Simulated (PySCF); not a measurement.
# `[PH4+]`: 4 charge schemes on one density

PH4 (charge +1).
SMILES with atom numbers: `[PH4+:1]` (hydrogens: H2, H3, H4, H5 on P1)

Structure used (GFN2-xTB), in Å, numbered top down from 1:
```xyz
5
PH4 angstrom
P      0.0019    0.0008   -0.0037
H     -0.7359   -0.8623   -0.7788
H      0.3355   -0.6170    1.1783
H     -0.7415    1.1266    0.2614
H      1.1487    0.3548   -0.6744
```

Density: PBE0/pcSseg-1 (PySCF); schemes: Mulliken, IAO, Hirshfeld and ESP-fitted. Geometry: GFN2-xTB; no solvent, vibrations or thermal averaging.

Q: Give the atomic charges in each scheme.

A: In e:

```csv
atom,environment,Mulliken,IAO,Hirshfeld,ESP-fitted
P1,phosphonium phosphorus,+0.276,+0.632,+0.560,+0.247
H2,P–H hydrogen,+0.181,+0.092,+0.110,+0.188
H3,P–H hydrogen,+0.181,+0.092,+0.110,+0.188
H4,P–H hydrogen,+0.181,+0.092,+0.110,+0.188
H5,P–H hydrogen,+0.181,+0.092,+0.110,+0.188
```

Mean size of the charges over all atoms: ESP-fitted 0.200 e, Mulliken 0.200 e, IAO 0.200 e, Hirshfeld 0.200 e. Each set sums to the total charge, 1, to within 0.001 e. The ESP scheme fits charges at the nuclei, held to the total charge, to the electrostatic potential on points at 1.4 to 2.0 times the van der Waals radii. The Hirshfeld scheme divides the density at each point in proportion to the densities of the neutral, spherically averaged free atoms.

Lowest charge. All schemes agree: Mulliken H2, H3, H4 and H5 (+0.181); IAO H2, H3, H4 and H5 (+0.092); Hirshfeld H2, H3, H4 and H5 (+0.110); ESP-fitted H2, H3, H4 and H5 (+0.188).

Highest charge. All schemes agree: Mulliken P1 (+0.276); IAO P1 (+0.632); Hirshfeld P1 (+0.560); ESP-fitted P1 (+0.247).

Q: How many electrons does the Mulliken scheme count on P1?

A: Z − q = 15 − (+0.276) = 14.724.

Q: Sum the charges by element, for elements with more than one atom.

A: 
```tsv
element	atoms	Mulliken	IAO	Hirshfeld	ESP-fitted
H	4	+0.724	+0.368	+0.440	+0.753
```
